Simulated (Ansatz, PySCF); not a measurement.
Molecule: C₂H₃O (charge 0, doublet). It need not be the lowest isomer of its formula. SMILES: C[C]=O
Coordinates optimised at B3LYP-D3(BJ)/def2-TZVP (Ansatz, a quantum-chemistry and plane-wave program):
```
C
H 1 1.0907
H 1 1.0907 2 107.26
H 1 1.0931 2 110.55 3 -120.60
C 1 1.5066 2 108.57 3 117.14
O 5 1.1781 1 128.79 2 121.85
```
Charge 0, spin multiplicity 2.

Quantity: vertical ionisation energy (to the singlet state of charge +1; each state is the SCF solution reached for its spin; for the singlet the Hartree-Fock reference is unstable and T1 is 0.020), in eV. Correlated levels leave the core frozen unless marked. Open shells are spin-unrestricted. No spin-orbit coupling. Non-relativistic. CBS(X,Y): correlation extrapolated as X^-3; Hartree-Fock from the larger set. The bracket is a focal-point correction in the basis named.

```json
[
 {"level": "RI-HF/aug-cc-pVQZ", "program": "Ansatz", "vertical ionisation energy (eV)": "8.45", "minus last row": "0.15"},
 {"level": "SVWN5/def2-TZVPD", "program": "Ansatz", "vertical ionisation energy (eV)": "8.43", "minus last row": "0.13"},
 {"level": "B3LYP/def2-TZVPD", "program": "Ansatz", "vertical ionisation energy (eV)": "8.62", "minus last row": "0.32"},
 {"level": "PBE0/def2-TZVPD", "program": "Ansatz", "vertical ionisation energy (eV)": "8.60", "minus last row": "0.30"},
 {"level": "wB97X-V/def2-TZVPD", "program": "Ansatz", "vertical ionisation energy (eV)": "8.53", "minus last row": "0.23"},
 {"level": "B2PLYP/def2-TZVPD", "program": "Ansatz", "vertical ionisation energy (eV)": "8.34", "minus last row": "0.04"},
 {"level": "MP2/aug-cc-pVDZ", "program": "Ansatz", "vertical ionisation energy (eV)": "7.91", "minus last row": "-0.39"},
 {"level": "RI-MP2/aug-cc-pVTZ", "program": "Ansatz", "vertical ionisation energy (eV)": "8.04", "minus last row": "-0.26"},
 {"level": "CCSD(T)/aug-cc-pVDZ", "program": "Ansatz", "vertical ionisation energy (eV)": "8.10", "minus last row": "-0.20"},
 {"level": "RI-MP2/CBS(aug-cc-pVTZ,aug-cc-pVQZ)+[CCSD(T)-MP2]/aug-cc-pVDZ", "program": "Ansatz", "vertical ionisation energy (eV)": "8.30", "minus last row": "0.00"}
]
```

For comparison, minus the highest occupied orbital energy (PySCF): 7.03 eV at M06-2X/def2-TZVPD, 4.50 eV at TPSS/def2-TZVPD, 4.35 eV at M06-L/def2-TZVPD.
